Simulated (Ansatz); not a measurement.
Relaxation of AlH3LiN (6 atoms, charge 0, multiplicity 1), to a largest force component of 0.02 eV/Å in at most 40 steps.

Level of theory: RKS PBE/cc-pVDZ in Ansatz.

```xyz
6
Properties=species:S:1:pos:R:3
Li -0.812 -1.543 1.386
N -0.228 -0.911 -0.131
Al 0.264 0.765 -0.165
H -0.177 -1.488 -0.968
H 0.838 1.633 -1.316
H 0.115 1.544 1.194
```

Q: Where does it end, and by what steps?

A: It converged. After 11 steps the energy has fallen by 0.260 eV; Li1 moved furthest, 0.72 Å.

```csv
step,energy less start (eV),largest force component (eV/Å),accepted
0,0.0000,0.778,yes
1,-0.1009,0.591,yes
2,-0.1214,0.259,yes
3,-0.1282,0.205,yes
4,-0.1621,0.187,yes
5,-0.2041,0.283,yes
6,-0.2443,0.293,yes
7,-0.2519,0.205,yes
8,-0.2494,0.130,no
9,-0.2597,0.123,yes
10,-0.2601,0.025,yes
11,-0.2601,0.006,yes
```

```xyz
6
Properties=species:S:1:pos:R:3
Li -0.655 -0.855 1.501
N -0.226 -1.036 -0.253
Al 0.265 0.675 -0.265
H -0.176 -1.648 -1.077
H 0.855 1.806 -1.240
H -0.063 1.057 1.333
```

Whether the end is a true minimum wasn't checked by a vibrational analysis.

Time of the run: 24 s on 1 thread of Arm Neoverse V1, with other jobs on the host, peak memory 0.12 GiB.
